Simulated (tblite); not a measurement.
Parent: `[cH:1]1[cH:2][cH:3][pH:4][cH:5]1`, C4H5P.

Structures optimised with GFN2-xTB, isolated species. One conformer each, not checked by frequencies here.

```json
{"coordinate of the parent": "C1–C2", "value": "1.438 Å"}
{"coordinate of the parent": "C2–C3", "value": "1.346 Å"}
{"coordinate of the parent": "C3–P4", "value": "1.804 Å"}
{"coordinate of the parent": "P4–C5", "value": "1.804 Å"}
{"coordinate of the parent": "C1–C5", "value": "1.346 Å"}
{"coordinate of the parent": "C2–C1–C5", "value": "113.9°"}
{"coordinate of the parent": "C1–C2–C3", "value": "113.9°"}
{"coordinate of the parent": "C2–C3–P4", "value": "111.2°"}
{"coordinate of the parent": "C3–P4–C5", "value": "89.1°"}
{"coordinate of the parent": "C1–C5–P4", "value": "111.2°"}
```

Task: How does the shared frame change in `[CH:1]1=[CH:2][PH2+:3][CH:4]=[CH:5]1` (charge +1), [C4H6P]+? Atoms pair as C1 = C1, C2 = C5, C3 = C4, P4 = P3, C5 = C2 (parent first).

Result: 
| parent | relative | value in the relative | change |
| --- | --- | --- | --- |
| C1–C2 | C1–C5 | 1.461 Å | +0.023 |
| C2–C3 | C5=C4 | 1.346 Å | 0.000 |
| C3–P4 | C4–P3 | 1.790 Å | -0.014 |
| P4–C5 | P3–C2 | 1.790 Å | -0.014 |
| C1–C5 | C1=C2 | 1.346 Å | 0.000 |
| C2–C1–C5 | C5–C1–C2 | 115.3° | +1.4 |
| C1–C2–C3 | C1–C5–C4 | 115.3° | +1.4 |
| C2–C3–P4 | C5–C4–P3 | 107.9° | -3.3 |
| C3–P4–C5 | C4–P3–C2 | 93.6° | +4.5 |
| C1–C5–P4 | C1–C2–P3 | 107.9° | -3.3 |

Of the parent's bonds, C1–C2 changes most (+0.023 Å). Point group Cs → C2v.

All values are computed, not measured.
